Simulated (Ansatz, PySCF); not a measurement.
System: C2H3O, net charge 0, doublet state. It need not be the lowest isomer of its formula. SMILES: [CH2]C=O
Geometry from a B3LYP-D3(BJ)/def2-TZVP (Ansatz, an electronic-structure program) optimisation:
```xyz
6

O      1.0886     0.2494    -0.4273
C      0.0466     0.3623     0.2203
H     -0.0990     1.2298     0.8885
C     -1.0108    -0.5831     0.1583
H     -1.9128    -0.4520     0.7415
H     -0.9117    -1.4488    -0.4833
```
Charge 0, spin multiplicity 2.

Property: atomisation energy (electronic, to ground-state atoms), in eV. Valence correlation only, unless marked. UHF or UKS for open shells. No spin-orbit coupling. Non-relativistic. The coupled-cluster limit lacks core correlation, which all-electron functionals hold. Basis-set limits of correlation are two-point, X^-3; Hartree-Fock from the larger set. The bracket is a focal-point correction in the basis named.

```tsv
level	program	atomisation energy (eV)
TPSS/def2-TZVPD	PySCF	25.19
PBE0-D3(BJ)/def2-TZVP	Ansatz + dftd3	25.19
PBE0-D3(BJ)/def2-TZVPD	Ansatz + dftd3	25.20
HSE06/def2-TZVPD	Ansatz	25.17
LC-wPBE-D3(BJ)/def2-TZVPD	Ansatz + dftd3	25.09
RI-MP2/CBS(aug-cc-pVTZ,aug-cc-pVQZ)	Ansatz	25.04
SCS-MP2/cc-pVTZ	Ansatz	24.16
CCSD/cc-pVDZ	Ansatz	22.67
CCSD/cc-pVTZ	Ansatz	23.79
RI-MP2/CBS(cc-pVTZ,cc-pVQZ)+[CCSD(T)-MP2]/cc-pVTZ	Ansatz	24.85
```

The UHF reference is spin-contaminated (<S^2> 0.17 over the pure value in the largest basis).
